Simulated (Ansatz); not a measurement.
# doublet BH2F+: levels of theory compared

We compute a comparison of 6 runs (U-r2SCAN0/cc-pVTZ, U-wB97X/cc-pVTZ, UBLYP/cc-pVTZ, UHSE06/cc-pVTZ, UPBE/cc-pVTZ, UPBE0/cc-pVTZ) of doublet BH2F+. 

The results are computed with Ansatz 0.2.0.

48 further runs of the same task are left out: 48 set aside as unsound or not needed.

### 1 The structure to begin with

BH2F+ has 4 atoms, charge +1, and is taken as a doublet. As SMILES of the parent species, `BF`. The shape is that of a PBE0-D4/def2-TZVP optimisation. That shape belongs to the parent species and isn't relaxed for this state.

Bond lengths: B1–F2 1.317 Å, B1–H3 1.197 Å, B1–H4 1.198 Å. Angles: F2–B1–H3 117.8°, F2–B1–H4 117.8°, H3–B1–H4 124.4°.

### 2 The energy at U-r2SCAN0/cc-pVTZ (run 1)

in.yaml

```yaml
crystal:
  periodic: [false, false, false]
  atoms:
    - {symbol: B, position_ang: [-0.027300, -0.004000, -0.030800]}
    - {symbol: F, position_ang: [1.061200, -0.296700, 0.649900]}
    - {symbol: H, position_ang: [-1.012500, -0.649100, 0.186200]}
    - {symbol: H, position_ang: [0.034200, 0.889600, -0.825600]}
basis:
  gaussian:
    orbitals: cc-pVTZ
total_charge: 1
magnetization:
  spin_polarized: true
  initial_magnetization: 1
hamiltonian:
  xc: {name: r2SCAN0}
accuracy: high
output: {orbitals: {seedname: orbitals}}
```

Started as:

```sh
$ ansatz run in.yaml --threads 1 --pin off --max-ram 3480MiB --events-out events.jsonl --progress --plain --runs-dir runs
```

Standard output:

```text
Warning: RAYON_NUM_THREADS=1 ignored (pool sized by the plan → 1); use --threads N
Functional definition: r2SCAN0
  name "r2SCAN0"
  parameter a = 0.25
  parameter k0 = 0.174
  parameter k1 = 0.065
  parameter a1 = 4.9479
  exchange = (1 - a)*r2scan_x(k0 = k0, k1 = k1, a1 = a1) + a*exact_x
  correlation = r2scan_c
1444 factors; integrals over basis functions are off by at most 3.0e-9 eV
mean field evaluation 1: about -3403.9032 eV, gradient 5.8e1 eV
mean field evaluation 2: about -3352.5384 eV, gradient 1.3e2 eV
mean field evaluation 4: about -3413.2974 eV, gradient 3.5e0 eV
mean field evaluation 8: about -3413.3452 eV, gradient 1.2e-1 eV
mean field evaluation 16: about -3413.3453 eV, gradient 2.0e-5 eV
mean field -3413.34526856 eV, -125.4381249710 hartree, gradient 4.5e-8 eV, S^2 0.762270; 0 other end points of the search recorded, 0 dependent functions left out
reference -3413.34527001 eV, -125.4381250244 hartree; 8, 7 occupied and 80, 81 virtual orbitals, 1444 factors
Total energy: -3413.34527001 eV, -125.4381250244 hartree
```

Wall time 7.5 s (1 thread of Arm Neoverse V1, shared host); peak memory 0.27 GiB.

### 3 A single-point energy at U-wB97X/cc-pVTZ (run 2)

run.yaml

```yaml
crystal:
  periodic: [false, false, false]
  atoms:
    - symbol: B
      position_ang: [-0.027300, -0.004000, -0.030800]
    - symbol: F
      position_ang: [1.061200, -0.296700, 0.649900]
    - symbol: H
      position_ang: [-1.012500, -0.649100, 0.186200]
    - symbol: H
      position_ang: [0.034200, 0.889600, -0.825600]
basis:
  gaussian:
    orbitals: cc-pVTZ
total_charge: 1
magnetization:
  spin_polarized: true
  initial_magnetization: 1
hamiltonian:
  xc: {name: wB97X}
accuracy: high
output: {orbitals: {seedname: orbitals}}
```

Started as:

```sh
$ ansatz run run.yaml --threads 1 --pin off --max-ram 3480MiB --events-out events.jsonl --progress --plain --runs-dir runs
```

Standard output:

```text
Warning: RAYON_NUM_THREADS=1 ignored (pool sized by the plan → 1); use --threads N
Functional definition: wB97X
  name "wB97X"
  parameter omega = 0.3/bohr
  parameter cx = 0.157706
  parameter cx1 = 0.726479
  parameter cx2 = 1.04760
  parameter cx3 = -5.70635
  parameter cx4 = 13.2794
  parameter css1 = -4.33879
  parameter css2 = 18.2308
  parameter css3 = -31.7430
  parameter css4 = 17.2901
  parameter cos1 = 2.37031
  parameter cos2 = -11.3995
  parameter cos3 = 6.58405
  parameter cos4 = -3.78132
  exchange = spin_sum(e_x_unif_sr(omega)*poly(b97_u_x, 1 - cx, cx1, cx2, cx3, cx4)) + cx*exact_x_sr(omega)
      + exact_x_lr(omega)
  correlation = spin_sum(e_c_pw_same_spin*poly(b97_u_same, 1, css1, css2, css3, css4))
      + integral(e_c_pw_opposite_spin*poly(b97_u_opposite, 1, cos1, cos2, cos3, cos4))
1444 factors; integrals over basis functions are off by at most 3.0e-9 eV
231 factors; integrals over basis functions are off by at most 1.4e-9 eV
mean field evaluation 1: about -3404.4805 eV, gradient 5.9e1 eV
mean field evaluation 2: about -3381.4155 eV, gradient 1.0e2 eV
mean field evaluation 4: about -3414.5144 eV, gradient 1.4e0 eV
mean field evaluation 8: about -3414.5253 eV, gradient 9.6e-2 eV
mean field evaluation 16: about -3414.5255 eV, gradient 1.4e-5 eV
mean field -3414.52546102 eV, -125.4814962438 hartree, gradient 9.8e-8 eV, S^2 0.756792; 0 other end points of the search recorded, 0 dependent functions left out
reference -3414.52545872 eV, -125.4814961593 hartree; 8, 7 occupied and 80, 81 virtual orbitals, 1444 factors
Total energy: -3414.52545872 eV, -125.4814961593 hartree
```

It took 15 s on 1 thread of Arm Neoverse V1, shared host; peak memory 0.39 GiB.

Runs 3 to 4 aren't shown in full; the table further down has their settings and results.

### 4 A single-point energy at UPBE/cc-pVTZ (run 5)

molecule.yaml

```yaml
crystal:
  periodic: [false, false, false]
  atoms:
    - {symbol: B, position_ang: [-0.027300, -0.004000, -0.030800]}
    - {symbol: F, position_ang: [1.061200, -0.296700, 0.649900]}
    - {symbol: H, position_ang: [-1.012500, -0.649100, 0.186200]}
    - {symbol: H, position_ang: [0.034200, 0.889600, -0.825600]}
basis:
  gaussian:
    orbitals: cc-pVTZ
accuracy: high
total_charge: 1
magnetization:
  spin_polarized: true
  initial_magnetization: 1
output:
  orbitals: {seedname: orbitals}
hamiltonian:
  xc: pbe
```

Started as:

```sh
$ ansatz run molecule.yaml --threads 1 --pin off --max-ram 3480MiB --events-out events.jsonl --progress --plain --runs-dir runs
```

Standard output:

```text
Warning: RAYON_NUM_THREADS=1 ignored (pool sized by the plan → 1); use --threads N
Functional definition: PBE
  name "PBE"
  parameter kappa = 0.804
  parameter beta = 0.06672455060314922
  exchange = pbe_x(kappa = kappa, mu = beta*pi^2/3)
  correlation = pbe_c(beta = beta)
1444 factors; integrals over basis functions are off by at most 3.0e-9 eV
mean field evaluation 1: about -3399.3790 eV, gradient 6.7e1 eV
mean field evaluation 2: about -3280.0509 eV, gradient 1.7e2 eV
mean field evaluation 4: about -3411.0821 eV, gradient 1.4e1 eV
mean field evaluation 8: about -3411.8252 eV, gradient 8.0e-2 eV
mean field evaluation 16: about -3411.8252 eV, gradient 5.4e-7 eV
mean field -3411.82522492 eV, -125.3822643976 hartree, gradient 1.1e-8 eV, S^2 0.753417; 0 other end points of the search recorded, 0 dependent functions left out
reference -3411.82522782 eV, -125.3822645041 hartree; 8, 7 occupied and 80, 81 virtual orbitals, 1444 factors
Total energy: -3411.82522782 eV, -125.3822645041 hartree
```

Run time: 3.6 s. Hardware: 1 thread of Arm Neoverse V1, shared host; peak memory 0.18 GiB.

### 5 A single-point energy at UPBE0/cc-pVTZ (run 6)

input.yaml

```yaml
crystal:
  periodic: [false, false, false]
  atoms:
    - {symbol: B, position_ang: [-0.027300, -0.004000, -0.030800]}
    - {symbol: F, position_ang: [1.061200, -0.296700, 0.649900]}
    - {symbol: H, position_ang: [-1.012500, -0.649100, 0.186200]}
    - {symbol: H, position_ang: [0.034200, 0.889600, -0.825600]}
basis:
  gaussian:
    orbitals: cc-pVTZ
total_charge: 1
magnetization:
  spin_polarized: true
  initial_magnetization: 1
hamiltonian:
  xc: pbe0
accuracy: high
output: {orbitals: {seedname: orbitals}}
```

Started as:

```sh
$ ansatz run input.yaml --threads 1 --pin off --max-ram 3480MiB --events-out events.jsonl --progress --plain --runs-dir runs
```

Standard output:

```text
Warning: RAYON_NUM_THREADS=1 ignored (pool sized by the plan → 1); use --threads N
Functional definition: PBE0
  name "PBE0"
[... 3 set-up lines as earlier in the session ...]
  exchange = (1 - a)*pbe_x(kappa = kappa, mu = beta*pi^2/3) + a*exact_x
[... 1 set-up line as earlier in the session ...]
1444 factors; integrals over basis functions are off by at most 3.0e-9 eV
mean field evaluation 1: about -3401.5970 eV, gradient 6.0e1 eV
mean field evaluation 2: about -3338.0010 eV, gradient 1.4e2 eV
mean field evaluation 4: about -3411.6712 eV, gradient 4.3e0 eV
mean field evaluation 8: about -3411.7429 eV, gradient 9.7e-2 eV
mean field evaluation 16: about -3411.7429 eV, gradient 5.1e-6 eV
mean field -3411.74290807 eV, -125.3792393091 hartree, gradient 4.3e-8 eV, S^2 0.757511; 0 other end points of the search recorded, 0 dependent functions left out
reference -3411.74291018 eV, -125.3792393868 hartree; 8, 7 occupied and 80, 81 virtual orbitals, 1444 factors
Total energy: -3411.74291018 eV, -125.3792393868 hartree
```

Wall time 4.2 s (1 thread of Arm Neoverse V1, shared host); peak memory 0.21 GiB.

### 6 The series

| run | level | energy (Eh) | HOMO energy (eV) | LUMO energy (eV) | ⟨S²⟩ | wall time |
| --- | --- | --- | --- | --- | --- | --- |
| 1 | U-r2SCAN0/cc-pVTZ | -125.438125 | -20.29 | -15.33 | 0.762 | 7.5 s |
| 2 | U-wB97X/cc-pVTZ | -125.481496 | -22.29 | -13.30 | 0.757 | 15 s |
| 3 | UBLYP/cc-pVTZ | -125.508721 | -17.97 | -16.40 | 0.754 | 3.6 s |
| 4 | UHSE06/cc-pVTZ | -125.373516 | -19.43 | -15.87 | 0.757 | 4.2 s |
| 5 | UPBE/cc-pVTZ | -125.382265 | -17.98 | -16.44 | 0.753 | 3.6 s |
| 6 | UPBE0/cc-pVTZ | -125.379239 | -19.84 | -15.48 | 0.758 | 4.2 s |

### 7 What came out

```
                                 quantity          value
                      run 6: total energy  -125.37924 Eh
run 6: HOMO energy (highest over α and β)      -19.84 eV
 run 6: LUMO energy (lowest over α and β)      -15.48 eV
                              run 6: ⟨S²⟩          0.758
```

Totals of different functionals can't be ranked against each other. All runs together took 39 s, the longest 15 s.
